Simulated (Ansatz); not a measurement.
We consider fcc Cu, described by PBE-D3(BJ) (PAW; Ansatz, a first-principles code).

Settings: plane-wave cutoff 520 eV, 20×20×20 k mesh, Fermi–Dirac smearing 0.1 eV, perturbation theory, no spin polarisation, scalar-relativistic PAW data made under PBE.

Computed at the level's own relaxed cell.

```
Cu
1.0
    0.00000     1.78141     1.78141
    1.78141     0.00000     1.78141
    1.78141     1.78141     0.00000
Cu
1
Cartesian
  0.00000   0.00000   0.00000
```

Harmonic phonon frequencies (cm⁻¹; i marks an imaginary mode):

```tsv
q point	frequencies
X	187 187 270
L	___
W	184 229 229
```

Q: What belongs in the gaps?

A: 
- L, frequencies: 124 124 276

No imaginary mode appears at these points.

Note: the dispersion coefficients are held fixed in the derivatives.
